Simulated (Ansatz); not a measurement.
**A basis-limit estimate, worked out**

An elementary step of CH$_{7}$NSi, closed shell (CH₃N ([CH2][NH]) + SiH₄ → CH₇NSi ([CH3][NH][SiH3]); bonds formed: Si1–N6, H2–C7; bonds broken: Si1–H2). “Start” is the structure reached by relaxing down from the saddle towards the reactants; PBE0-D4/def2-TZVP structures. The saddle:

Si1  (-0.202, -1.093, -0.309)
H2  (-0.099, 0.282, -1.402)
H3  (0.863, -1.762, -1.126)
H4  (-0.231, -2.110, 0.832)
H5  (-1.636, -1.072, -0.714)
N6  (-0.010, 0.315, 0.837)
C7  (0.433, 1.358, 0.186)
H8  (-0.533, 0.440, 1.691)
H9  (1.258, 1.278, -0.501)
H10  (0.157, 2.365, 0.505)
(Å)

Ansatz 0.2.0; basis: def2-TZVPP and def2-QZVPP; cores frozen in the correlated methods.

Energies in eV:

| quantity | saddle | start |
| --- | --- | --- |
| Hartree–Fock, triple zeta (X = 3) | -10482.69066 | -10485.36453 |
| Hartree–Fock, quadruple zeta (X = 4) | -10483.08530 | -10485.73905 |
| MP2 correlation, X = 3 | -14.50886 | -14.08343 |
| MP2 correlation, X = 4 | -15.47919 | -15.02492 |
| CCSD(T) correlation, X = 3 | -16.36399 | -15.91466 |

**Question.** Work out the barrier at the basis limit: extrapolate Hartree–Fock as E(X) = E∞ + A exp(−7.88 √X) and the MP2 correlation as E(X) = E∞ + B X^−2.97 (the exponents that Neese and Valeev fitted for def2-TZVPP and QZVPP), then add CCSD(T) − MP2 in triple zeta.

**Answer.** Each step is linear, so take the differences first (saddle − start): Hartree–Fock 2.67387 (X = 3) and 2.65375 (X = 4); MP2 correlation -0.42543 and -0.45427; CCSD(T) correlation -0.44933.
Two points give E∞ = E(4) + w [E(4) − E(3)], with w = 1/(exp(7.88 (2 − √3)) − 1) = 0.1377 for Hartree–Fock and w = 1/((4/3)^2.97 − 1) = 0.7407 for the correlation.
Hartree–Fock: 2.65375 + 0.1377 × (-0.02012) = 2.6510 eV.
MP2 correlation: -0.45427 + 0.7407 × (-0.02884) = -0.4756 eV.
CCSD(T) − MP2: -0.44933 − (-0.42543) = -0.0239 eV.
Sum: 2.6510 + (-0.4756) + (-0.0239) = 2.1515 eV, or 49.61 kcal/mol. Plain CCSD(T) in triple zeta gives 2.2245 eV, so the larger basis shifts the result by -0.0730 eV.

No T1 diagnostic of these runs exceeds 0.024.

Labels in which every atom is bracketed show which atoms are joined, not bond orders.

For scale, one of the runs: CCSD(T)/def2-TZVPP, 202 basis functions, launched by `ansatz run in.yaml --threads 2 --pin off --events-out ev --progress --plain --max-ram 4352MiB`. The run took 51 s on 2 CPU threads of an Arm Neoverse V2 (shared host), with 2.5 GiB of host memory at its peak.
